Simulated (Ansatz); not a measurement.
For rock-salt NaI, r²SCAN in Ansatz (plane waves, PAW) gives:

elastic constant C11: 35.5 GPa
elastic constant C44: 8.13 GPa
Voigt–Reuss–Hill shear modulus: 10.1 GPa

**Question.** What does r²SCANh (PAW; Ansatz, a first-principles code) give for the same quantities?

**Answer.** 
- elastic constant C11: 35.7 GPa (hardly moves)
- elastic constant C44: 8.18 GPa (hardly moves)
- Voigt–Reuss–Hill shear modulus: 10.1 GPa (hardly moves)

Changes are worked out from the printed values.

Unless a cell is named, each level is at its own relaxed cell (r²SCAN 33.71, r²SCANh 33.59 Å³/atom).

Ansatz's density-functional and Hartree–Fock values are scalar-relativistic unless marked +SOC, with PAW data made under PBE.
